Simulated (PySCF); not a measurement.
1,4-dioxin, C4H4O2.
InChI=1S/C4H4O2/c1-2-6-4-3-5-1/h1-4H

Computed, not measured: MP2 and CCSD/aug-cc-pVDZ in PySCF, restricted Hartree–Fock reference, frozen core, non-relativistic, gas phase, PBE0-D3(BJ)/def2-SVP geometry.

E(HF) = -303.48683 Eh.

Problem. How large is the problem?

Solution. 174 basis functions and 44 electrons; 6 orbitals frozen, which leaves o = 16 correlated occupied and v = 152 virtual orbitals. That is o·v = 2432 singles and o·v(o·v + 1)/2 = 2958528 distinct closed-shell doubles amplitudes before symmetry; the costliest CCSD step grows as o²v⁴ = 1.4 × 10^11.

Problem. What are the MP2 and CCSD correlation energies?

Solution. MP2 -0.9157 Eh and CCSD -0.9499 Eh, which gives totals of -304.40255 and -304.43677 Eh. That is 0.808 eV for each correlated electron at CCSD (2494 kJ/mol in all, 0.312 % of the total energy); MP2 gives 96.4 % of the CCSD value.

Problem. What is the T1 diagnostic?

Solution. 0.0142, below the customary warning level of 0.02. It is the norm of the spatial-orbital singles amplitudes over the root of the number of correlated electrons, so the norm is 0.080.

Connected triples and the basis-set limit are missing.

The job also held the EOM ionisation roots. Hardware: one thread, Intel Xeon 6975P-C (x86_64) (shared host). Cost: 5.0 min of wall time, 3.1 GiB resident at most.
